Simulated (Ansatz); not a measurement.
The input, for Ansatz 0.2.0:

```yaml
crystal:
  periodic: [false, false, false]
  atoms:
    - {symbol: H, position_ang: [-2.740287, 0.000000, -0.000002]}
    - {symbol: H, position_ang: [-1.440287, 0.000000, -0.000001]}
    - {symbol: Si, position_ang: [0.091713, 0.000000, 0.000000]}
    - {symbol: H, position_ang: [0.541687, -1.416253, 0.000001]}
    - {symbol: H, position_ang: [0.541687, 0.708126, -1.226511]}
    - {symbol: H, position_ang: [0.541686, 0.708127, 1.226511]}
basis:
  gaussian: {orbitals: 6-31G}
magnetization: {spin_polarized: false, initial_magnetization: 1}
correlation: {active_space: {ras: {orbitals: [4, 1, 13], electrons: 9, max_holes: 3, max_particles: 3}, fixed_orbitals: true}}
```

```sh
$ ansatz run in.yaml --threads 1 --pin off --events-out ev --progress --plain --max-ram 2393MiB
```

Log:

```
300 factors; integrals over basis functions are off by at most 4.9e-4 eV
mean field evaluation 1: about -7935.4332 eV, gradient 8.2e0 eV
mean field evaluation 2: about -7935.4370 eV, gradient 8.2e0 eV
mean field evaluation 4: about -7936.2922 eV, gradient 8.8e-1 eV
mean field evaluation 8: about -7936.3093 eV, gradient 7.9e-3 eV
mean field -7936.30930153 eV, -291.6539874076 hartree, gradient 2.3e-6 eV, S^2 0.750000; 0 other end points of the search recorded, 0 dependent functions left out
reference -7936.30930153 eV, -291.6539874076 hartree; 10, 9 occupied and 13, 14 virtual orbitals, 300 factors
state -7938.72411642 eV, -291.7427302181 hartree
Total energy: -7938.72411642 eV, -291.7427302181 hartree
```

Natural occupations: 1.9811 1.9687 1.9687 1.9659 0.9990 0.0286 0.0245 0.0212 0.0212 0.0044 0.0044 0.0039 0.0038 0.0015 0.0010 0.0010 0.0010 0.0003.

Ran on 1 thread of Arm Neoverse V2, shared host: 0.87 s wall, 0.08 GiB peak host memory.
